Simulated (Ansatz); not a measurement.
Geometry optimisation, RKS PBE/STO-3G in Ansatz.

Input file:

```yaml
crystal:
  periodic: [false, false, false]
  atoms:
    - { symbol: C, position_ang: [-0.28976, -0.41158, -0.29805] }
    - { symbol: O, position_ang: [0.2994, 0.50518, 0.67875] }
    - { symbol: H, position_ang: [-0.01981, -1.42456, -0.00468] }
    - { symbol: H, position_ang: [-1.37168, -0.30224, -0.24191] }
    - { symbol: H, position_ang: [0.05832, -0.2057, -1.30933] }
    - { symbol: H, position_ang: [0.04775, 1.43196, 0.47638] }
    - { symbol: H, position_ang: [1.27577, 0.40695, 0.69885] }
total_charge: 1
basis:
  gaussian: { orbitals: STO-3G }
hamiltonian:
  xc: pbe
relax:
  f_tol: 0.015
  max_steps: 40
```

Launched with:

```bash
$ ansatz run input.yaml --threads 1 --pin off --max-ram 2048MiB --backend cpu --events-out ev --progress --plain --runs-dir out
```

Q: Where does it end, and by what steps?

A: The run converged. Limits of this set-up: minimal basis, the dipole of an ion depends on the origin. After 5 steps the energy has fallen by 0.258 eV; O2 moved furthest, 0.05 Å.

```
step  energy less start (eV)  largest force component (eV/Å)  accepted
   0                  0.0000                           2.560       yes
   1                 -0.2189                           0.790       yes
   2                 -0.2507                           0.352       yes
   3                 -0.2573                           0.133       yes
   4                 -0.2579                           0.074       yes
   5                 -0.2583                           0.002       yes
```

```xyz
7
Properties=species:S:1:pos:R:3
C -0.317 -0.449 -0.322
O 0.285 0.498 0.731
H -0.014 -1.471 0.004
H -1.419 -0.302 -0.245
H 0.083 -0.184 -1.331
H 0.064 1.476 0.470
H 1.318 0.432 0.692
```

Whether the end is a true minimum wasn't checked by a vibrational analysis.

The run took 3.9 s on 1 thread of Arm Neoverse V1 (shared host), peak memory 0.09 GiB.
